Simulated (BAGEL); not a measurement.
# HF/6-31G(d) (density fitting with qzvpp-jkfit, spherical functions) run of AlNH6 (Al(NH3)H3)

Aim: the vertical electron affinity of AlNH6 (Al(NH3)H3) at HF/6-31G* (density fitting with qzvpp-jkfit, spherical functions), from 2 runs. 

Program for the calculation: BAGEL 1.2.2.

4 further runs of the same task are left out: 1 that didn't finish, 3 set aside as unsound or not needed.

## (1) The system as given

AlNH6: 8 atoms, total charge 0, spin state singlet. SMILES: `[H][Al]([H])([H])<-[NH3]`. The shape comes from GFN2-xTB, which is rough for such elements, and wasn't checked as a minimum.

Bond lengths: Al1–N2 2.053 Å, N2–H3 1.017 Å, N2–H4 1.018 Å, N2–H5 1.018 Å, Al1–H6 1.570 Å, Al1–H7 1.570 Å, Al1–H8 1.571 Å. Some angles: Al1–N2–H3 110.9°, Al1–N2–H4 110.3°, Al1–N2–H5 110.8°, N2–Al1–H6 97.7°, N2–Al1–H7 97.7°, N2–Al1–H8 97.9°, H3–N2–H4 108.2°, H3–N2–H5 108.3°, H4–N2–H5 108.2°, H6–Al1–H7 118.1°.

## (2) A single-point energy at HF/6-31G(d) (density fitting with qzvpp-jkfit, spherical functions)

The input, input.json:

```json
{ "bagel" : [

{
  "title" : "molecule",
  "basis" : "6-31gs.json",
  "df_basis" : "qzvpp-jkfit",
  "angstrom" : "true",
  "geometry" : [
    { "atom" : "Al", "xyz" : [   -0.003210,    0.003300,   -1.081610 ] },
    { "atom" : "N", "xyz" : [    0.001320,   -0.005080,    0.971240 ] },
    { "atom" : "H", "xyz" : [   -0.947740,    0.031660,    1.336200 ] },
    { "atom" : "H", "xyz" : [    0.509990,    0.801710,    1.326690 ] },
    { "atom" : "H", "xyz" : [    0.448970,   -0.846490,    1.328250 ] },
    { "atom" : "H", "xyz" : [    1.552450,   -0.025230,   -1.294610 ] },
    { "atom" : "H", "xyz" : [   -0.753790,    1.367490,   -1.284780 ] },
    { "atom" : "H", "xyz" : [   -0.807980,   -1.327350,   -1.301380 ] }
  ]
},
{
  "title" : "hf"
},
{
  "title" : "print",
  "file" : "orbitals.molden",
  "orbitals" : "true"
}

]}
```

The basis set 6-31G* is read from a file made from the Basis Set Exchange's data (not shown).

The run is started by

```bash
$ BAGEL_NUM_THREADS=1 BAGEL input.json > input.out
```

Log:

```text
* using 1 threads per process

  ===============================================================
  ===============================================================

  *** Geometry ***

  { "atom" : "Al", "xyz" : [     -0.006066,      0.006236,     -2.043947 ] },
  { "atom" : "N", "xyz" : [      0.002494,     -0.009600,      1.835378 ] },
  { "atom" : "H", "xyz" : [     -1.790969,      0.059829,      2.525052 ] },
  { "atom" : "H", "xyz" : [      0.963741,      1.515012,      2.507081 ] },
  { "atom" : "H", "xyz" : [      0.848430,     -1.599634,      2.510029 ] },
  { "atom" : "H", "xyz" : [      2.933705,     -0.047678,     -2.446458 ] },
  { "atom" : "H", "xyz" : [     -1.424457,      2.584182,     -2.427882 ] },
  { "atom" : "H", "xyz" : [     -1.526861,     -2.508328,     -2.459252 ] },

  Number of auxiliary basis functions:      313

  Since a DF basis is specified, we compute 2- and 3-index integrals:
    o Being stored without compression. Storage requirement is 0.005 GB

  Number of basis functions:       44
  Number of electrons      :       26

    * METHOD: MOLECULE                             0.08

  *** RHF ***

  === Nuclear Repulsion ===
    62.5849488281

      * DIIS with orbital gradients will be used.

  === RHF iteration (6-31gs.json) ===
      0       -299.74302238          0.02610296           0.01
      1       -299.82283237          0.01234213           0.01
      2       -299.84342977          0.00200348           0.01
      3       -299.84419591          0.00019213           0.01
      4       -299.84420390          0.00004028           0.01
      5       -299.84420453          0.00000686           0.01
      6       -299.84420455          0.00000179           0.01
      7       -299.84420455          0.00000024           0.01
      8       -299.84420455          0.00000008           0.01
      9       -299.84420455          0.00000001           0.01
     10       -299.84420455          0.00000000           0.01
    * SCF iteration converged.

    * Permanent dipole moment:
           (   -0.005500,     0.007770,    -2.142082) a.u.

    * METHOD: HF                                   0.20

    * METHOD: PRINT                                0.01

  ===============================================================
```

Run time: 0.43 s. Hardware: 1 thread of Arm Neoverse V1, shared host.

## (3) The doublet anion at the same level

The input, hf.json:

```json
{ "bagel" : [

{
  "title" : "molecule",
  "basis" : "6-31gs.json",
  "df_basis" : "qzvpp-jkfit",
  "angstrom" : true,
  "geometry" : [
    { "atom" : "Al", "xyz" : [      -0.003210,       0.003300,      -1.081610 ] },
    { "atom" : "N", "xyz" : [       0.001320,      -0.005080,       0.971240 ] },
    { "atom" : "H", "xyz" : [      -0.947740,       0.031660,       1.336200 ] },
    { "atom" : "H", "xyz" : [       0.509990,       0.801710,       1.326690 ] },
    { "atom" : "H", "xyz" : [       0.448970,      -0.846490,       1.328250 ] },
    { "atom" : "H", "xyz" : [       1.552450,      -0.025230,      -1.294610 ] },
    { "atom" : "H", "xyz" : [      -0.753790,       1.367490,      -1.284780 ] },
    { "atom" : "H", "xyz" : [      -0.807980,      -1.327350,      -1.301380 ] }
  ]
},

{
  "title" : "uhf",
  "charge" : -1,
  "nopen" : 1
},

{
  "title" : "print",
  "file" : "orbitals.molden",
  "orbitals" : true
}

]}
```

The basis set 6-31G* is read from a file made from the Basis Set Exchange's data (not shown).

The run is started by

```bash
$ BAGEL_NUM_THREADS=1 BAGEL hf.json > hf.out
```

Log:

```text
* using 1 threads per process

  ===============================================================
  ===============================================================

  *** Geometry ***

  { "atom" : "Al", "xyz" : [     -0.006066,      0.006236,     -2.043947 ] },
  { "atom" : "N", "xyz" : [      0.002494,     -0.009600,      1.835378 ] },
  { "atom" : "H", "xyz" : [     -1.790969,      0.059829,      2.525052 ] },
  { "atom" : "H", "xyz" : [      0.963741,      1.515012,      2.507081 ] },
  { "atom" : "H", "xyz" : [      0.848430,     -1.599634,      2.510029 ] },
  { "atom" : "H", "xyz" : [      2.933705,     -0.047678,     -2.446458 ] },
  { "atom" : "H", "xyz" : [     -1.424457,      2.584182,     -2.427882 ] },
  { "atom" : "H", "xyz" : [     -1.526861,     -2.508328,     -2.459252 ] },

  Number of auxiliary basis functions:      313

  Since a DF basis is specified, we compute 2- and 3-index integrals:
    o Being stored without compression. Storage requirement is 0.005 GB

  Number of basis functions:       44
  Number of electrons      :       26

    * METHOD: MOLECULE                             0.08

  *** Open-shell HF ***

  === Nuclear Repulsion ===
    62.5849488281

      * DIIS with orbital gradients will be used.

  === UHF iteration (6-31gs.json) ===
      0       -299.59072903          0.05761380           0.02
      1       -299.70047447          0.03277933           0.02
      2       -299.72821186          0.01894923           0.02
      3       -299.74196017          0.00137199           0.02
      4       -299.74246358          0.00051463           0.02
      5       -299.74265115          0.00036854           0.02
      6       -299.74279919          0.00007107           0.02
      7       -299.74280339          0.00002813           0.02
      8       -299.74280475          0.00000800           0.02
      9       -299.74280492          0.00000281           0.02
     10       -299.74280494          0.00000110           0.02
     11       -299.74280495          0.00000059           0.02
     12       -299.74280495          0.00000021           0.02
     13       -299.74280495          0.00000009           0.02
     14       -299.74280495          0.00000004           0.02
     15       -299.74280495          0.00000001           0.02
     16       -299.74280495          0.00000000           0.02
    * SCF iteration converged.

    * S^2 (UHF) is 0.7575

    * Permanent dipole moment:
           (   -0.007980,     0.009601,    -2.887926) a.u.

    * METHOD: UHF                                  0.46

    * METHOD: PRINT                                0.01

  ===============================================================
```

Run time: 0.69 s. Hardware: 1 thread of Arm Neoverse V1, shared host.

## (4) What came out

Level: HF/6-31G* (density fitting with qzvpp-jkfit, spherical functions).

```
                                         quantity          value
                      singlet AlNH6: total energy  -299.84420 Eh
                     singlet AlNH6: dipole moment         5.44 D
                       singlet AlNH6: HOMO energy      -10.56 eV
                       singlet AlNH6: LUMO energy        2.93 eV
                     singlet AlNH6: HOMO–LUMO gap       13.49 eV
                      doublet anion: total energy  -299.74280 Eh
                              doublet anion: ⟨S²⟩          0.757
vertical electron affinity (to the doublet anion)      -2.759 eV
```

In words: The anion lies 2.76 eV (64 kcal/mol) above the neutral: the electron isn't bound at this level, and such a value depends on the basis. Without diffuse functions anions come out too high. Hartree–Fock misses the correlation that binds many anions.
